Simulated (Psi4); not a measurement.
Psi4 input (wB97X-D/6-311+G**):

```
memory 1500 MB

molecule {
-1 1
C     1.17148061   -0.30103000   -0.02185938
C     0.00707414    0.65997832   -0.12802736
N    -1.27918118   -0.05648449    0.03431982
H     2.13081144    0.22925184    0.07838298
H     1.10795195   -1.02382691    0.85462919
H     1.26619138   -0.95524367   -0.90428970
H     0.08038441    1.35802371    0.72559417
H    -1.20429109   -0.82735961    0.73657031
H    -1.49810838   -0.53914382   -0.83180536
symmetry c1
no_reorient
no_com
}

set {
  basis 6-311+G**
  reference rks
  scf_type pk
  dft_radial_points 99
  dft_spherical_points 590
  e_convergence 1e-8
  d_convergence 1e-7
  maxiter 150
}

e = energy('wb97x-d')
print_out(f'\nFINAL {e:.10f} DIPOLE {variable("CURRENT DIPOLE")[0]:.6f} {variable("CURRENT DIPOLE")[1]:.6f} {variable("CURRENT DIPOLE")[2]:.6f}\n')
```

### Question
Predict the final energy.

### Answer
-134.49055 Eh.
